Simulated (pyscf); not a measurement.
H₃C–Te–CH₃ + methyl (CH₃•) → H₃C–Te• + ethane (H₃C–CH₃), a substitution at C (doublet surface; C–Te broken, C–C formed). PySCF, gas phase, ωB97X-D3(BJ)/def2-SVP geometries. Energies in kcal/mol from the separated reactants.

Small-basis levels: PySCF, no dispersion term, spherical d functions. AM1 to PM7: differences of heats of formation from MOPAC, which are fitted to 298 K values and so differ in kind from electronic energies by zero-point and thermal terms. GFN2-xTB: tblite. Open shells are spin-unrestricted. 

```
level                   barrier  reaction energy
----------------------  -------  ---------------
HF/6-31G*+LANL2DZ          28.2            -38.6
MP2/6-31G*+LANL2DZ         26.3            -42.1
B3LYP/6-31G*+LANL2DZ        [?]            -39.8
M06-2X/6-31G*+LANL2DZ      16.9            -37.8
PBE/def2-SVP               11.2            -38.6
B3LYP/def2-SVP             16.4            -39.5
GFN2-xTB                    8.4            -44.2
AM1                        20.0            -25.3
PM7                         [?]            -25.4
ωB97M-D3(BJ)/def2-TZVP      [?]            -37.6
```

Q: What belongs in the gaps?

A: 
- B3LYP/6-31G*+LANL2DZ, barrier: 15.8
- PM7, barrier: 26.4
- ωB97M-D3(BJ)/def2-TZVP, barrier: 19.2

Against the last row the barrier runs from -10.8 (GFN2-xTB) to +9.0 kcal/mol (HF/6-31G*+LANL2DZ). ωB97M-D3(BJ)/def2-TZVP has limits of its own. This is the saddle that the search found; another between the same sides may lie lower. The angle at the attacked C is 178°. In the def2 sets elements past Kr carry core potentials, without spin-orbit coupling.
